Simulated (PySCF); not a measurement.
Working out the ionisation energy of Be

Be [He] 2s2 (1S) → Be⁺ [He] 2s1 (2S). All numbers are calculated (PySCF 2.14, scalar relativity by spin-free X2C-1e, in x2c-TZVPPall with one added diffuse shell of s type (6s3p1d, 20 functions)). Frozen: nothing. Energies in hartree (1 hartree = 27.21139 eV):

```
             part  Be (lower)  Be⁺ (upper)
              UHF  -14.575080   -14.279503
MP2 opposite-spin   -0.053790    -0.027334
    MP2 same-spin   -0.000924    -0.000575
```

Task: What does Hartree-Fock give?

Result: (-14.279503) − (-14.575080) = 0.295577 hartree = 8.043 eV.

Task: What do MP2 and SCS-MP2 (6/5 opposite-spin, 1/3 same-spin) give?

Result: The opposite-spin parts differ by 0.720 eV and the same-spin parts by 0.009 eV. MP2: 8.043 + (0.720) + (0.009) = 8.772 eV. SCS-MP2: 8.043 + 1.2 × (0.720) + (0.009)/3 = 8.910 eV.

Measured between the centres of the two terms (NIST): 9.323 eV, so MP2 (valence and next inner shell) is off by -0.551 eV.

What remains against the reference includes basis incompleteness and correlation beyond second order.
